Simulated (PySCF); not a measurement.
**Frontier orbitals and the lowest excitations**

Si(SMe)H3, CH6SSi.
Cartesian coordinates in Å at the PBE0-D3(BJ)/def2-SVP level; atoms count from 1:
```xyz
9
CH6SSi angstrom
Si    -0.3767    0.8458   -1.1766
S     -0.4479    0.7882    0.9599
C      0.3607   -0.8190    1.2494
H     -0.2136   -1.6439    0.8037
H      0.3955   -0.9626    2.3377
H      1.3895   -0.8294    0.8614
H      1.0311    0.8350   -1.6831
H     -1.0512    2.1129   -1.5781
H     -1.0874   -0.3271   -1.7744
```

Method: PySCF, TDDFT wB97X-D/def2-SVPD, vertical, gas phase, core orbitals frozen in the response.

Kohn–Sham orbitals with the atoms that hold most of them (Löwdin shares over 4%, at most four atoms; ? is withheld):

| orbital | ε (eV) | atoms |
| --- | --- | --- |
| LUMO+2 | 2.12 | Si1 40%, S2 14%, H8 10%, C3 8% |
| LUMO+1 | 2.09 | S2 43%, Si1 24%, C3 10%, H8 8% |
| LUMO | ? | ? |
| HOMO | -8.80 | S2 70%, C3 10%, Si1 10% |
| HOMO-1 | -10.58 | ? |
| HOMO-2 | -11.62 | Si1 34%, H8 30%, S2 12%, C3 12% |
| HOMO-3 | -11.97 | Si1 40%, H7 23%, H9 22%, S2 6% |

Task: Which atoms hold the HOMO-1, and with what shares?

Result: S2 (bonded to C and Si) 60%; Si1 (bonded to S and 3 H) 16%; C3 (bonded to S and 3 H) 11%.

Task: Give the leading atoms of the LUMO.

Result: S2 (bonded to C and Si) 35%; Si1 (bonded to S and 3 H) 27%; H9 (bonded to Si) 10%; H7 (bonded to Si) 10%. By element: sulfur 35%, silicon 27%, hydrogen 19% or more.

Task: What is the LUMO energy, and the HOMO–LUMO gap?

Result: ε(LUMO) = 1.67 eV; the gap is 10.47 eV (0.3849 hartree).

Task: How does S1 compare with the orbital gap of 10.47 eV?

Result: S1 is at 5.70 eV (f = 0.0062), 4.77 eV below the gap, made of HOMO→LUMO (79%), HOMO→LUMO+1 (10%). Without the coupling terms of the response equations the lowest excitation would equal the gap.

Task: One configuration dominates each of S1 and S2. Which, and how do the shares of the two leading atoms of either orbital change from the occupied to the empty one?

Result: 
- S1 (5.70 eV, f 0.0062), HOMO→LUMO (79%): S2 70% → 35%, C3 10% → at most 10%, Si1 10% → 27%
- S2 (6.21 eV, f 0.015), HOMO→LUMO+1 (80%): S2 70% → 43%, C3 10% → 10%, Si1 10% → 24%

The run took 7.8 s wall on x86-64 server, one thread, no GPU, on a shared host.
